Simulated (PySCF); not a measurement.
# What an electron can do to CO

PBE0 in PySCF with def2-TZVP on every atom, for the lowest determinant that a PBE0 search found; no spin–orbit coupling.

```tsv
species	state (unpaired electrons)	Re (Å)	ωe (cm⁻¹)	energy of the minimum from the neutral (eV)	De (eV)	dissociates to
CO	singlet (closed shell)	1.123	2240	0.00	11.08	C + O
CO⁺	doublet (σ ↑)	1.106	2335	13.97	8.62	C⁺ + O
```

Q: Work out the lowest energy to break CO into atoms, from its vibrational ground state.

A: D0 = De − ωe/2 = 11.08 − 0.14 = 10.94 eV (PBE0/def2-TZVP).

Q: Work out the ionisation energy of the C atom at this level and the threshold of dissociative ionisation.

A: IE(C) = 13.97 + 8.62 − 11.08 = 11.51 eV, so C⁺ + O + e⁻ appears at D0 + IE(C) = 22.45 eV (PBE0/def2-TZVP). The measured IE(C) is 11.26 eV (NIST ASD).

These are thermodynamic thresholds; the onsets seen under electron impact lie higher where the geometry changes, and cross-sections peak well above them.

For an ion De counts to the pair picked by the measured ionisation energies or electron affinities, which need not be the lowest pair at this level. States were picked by a PBE0 search and need not be the measured ground states.
